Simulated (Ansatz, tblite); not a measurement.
Removing and adding an electron: the cluster BC₂. The state is a doublet with charge 0. Geometry: PBE0-D4/def2-TZVP. Ansatz, gas phase; energy differences of separate SCF runs; the oxidised species is a triplet (the singlet lies 1.38 eV higher at PBE0-D4/def2-TZVP); the reduced species is a singlet (the triplet lies 1.46 eV higher at PBE0-D4/def2-TZVPD).

```xyz
3

B     0.6349    0.2496    1.1532
C    -0.0161   -0.0029   -0.0277
C    -0.6187   -0.2467   -1.1255
```

The xTB rows come from tblite. The structure comes from a short search, and lower isomers may exist.

```
               level  −HOMO (eV)  vertical IE (eV)  −LUMO (eV)  vertical EA (eV)  HOMO–LUMO gap (eV)  IE − EA (eV)                       remarks
            GFN1-xTB           –             15.94           –              6.50                   –          9.45                             –
            GFN2-xTB           –             16.04           –              4.40                   –         11.64                             –
    PBE-D4/def2-TZVP        7.13             10.80        5.43                 –                1.70             –                             –
   PBE-D4/def2-TZVPD        7.15                 –        5.44              2.73                1.71             –  HOMO above zero (-1 singlet)
 r2SCAN-D4/def2-TZVP        7.42             10.64        4.65                 –                2.77             –                             –
r2SCAN-D4/def2-TZVPD        7.43                 –        4.66              2.60                2.78             –  HOMO above zero (-1 singlet)
   PBE0-D4/def2-TZVP        8.62             10.75        4.33                 –                4.29             –                             –
  PBE0-D4/def2-TZVPD        8.63                 –        4.34              2.76                4.29             –                             –
```

Run but left out: HF/def2-TZVPD, MP2/def2-TZVPD, CCSD/def2-TZVPD, CCSD(T)/def2-TZVPD (flagged by the program: large difference).   A HOMO above zero means that the electron is unbound at that level or that self-interaction error raises the level; the energy of removing that electron tells which. HOMO and LUMO are the levels of the spin that leaves or enters (xTB has no such levels and no spin-polarisation term). Other spin states of the ions may lie lower, which would lower the ionisation energy or raise the affinity. Raw xTB energy differences between charge states are shifted by several eV; the methods need an empirical correction for them.
